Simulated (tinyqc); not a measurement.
Worked calculation: Pariser-Parr-Pople SCF with singles CI, for the molecule C=CC(=C)F (SMILES; centres numbered as the heavy atoms are written). One step of it, computed by the program tinyqc.

Problem. Iteration 1: Fock matrix. F_rr = H_rr + P_rr gamma_rr / 2 + sum_(s != r) P_ss gamma_rs; F_rs = H_rs - P_rs gamma_rs / 2; E = tr P (H + F) / 2 + core repulsion sum_(r<s) z_r z_s gamma_rs.

P at the start, lower triangle:
```
           1C        2C        3C         4C        5F
1C   1.000000
2C   0.918167  1.000000
3C   0.000000  0.396194  1.000000
4C  -0.300724  0.000000  0.696918   1.423870
5F  -0.257943  0.000000  0.597775  -0.494170  1.576130
```

core matrix H (eV), lower triangle:
```
            1C          2C          3C          4C          5F
1C  -38.154523
2C   -2.390000  -43.567008
3C    0.000000   -2.390000  -49.671713
4C    0.000000    0.000000   -2.390000  -39.495076
5F    0.000000    0.000000   -2.050000    0.000000  -62.867127
```

repulsion gamma_rs (eV), lower triangle:
```
           1C         2C         3C         4C         5F
1C  11.850000
2C   7.766046  11.850000
3C   5.308776   7.768786  11.850000
4C   3.694114   5.310526   7.768786  11.850000
5F   4.887794   5.555825   8.607683   5.555825  19.600000
```

Centres (angstrom, eV; a flat drawing with bonds scaled to 1.40 angstrom):
```
centre          x          y  core charge z          W   gamma_rr
1C      -1.940000   0.000000              1  11.610000  11.850000
2C      -0.727000   0.700000              1  11.610000  11.850000
3C       0.485000   0.000000              1  11.610000  11.850000
4C       1.697000   0.700000              1  11.610000  11.850000
5F       0.485000  -1.400000              2  38.260000  19.600000
```

Give: F; pi energy.

Solution.

F (eV), lower triangle:
```
        1C      2C      3C      4C       5F
1C  -6.191
2C  -5.955  -5.789
3C   0.000  -3.929  -6.041
4C   0.555   0.000  -5.097  -5.529
5F   0.630   0.000  -4.623   1.373  -20.459
```

pi energy = -105.976 eV
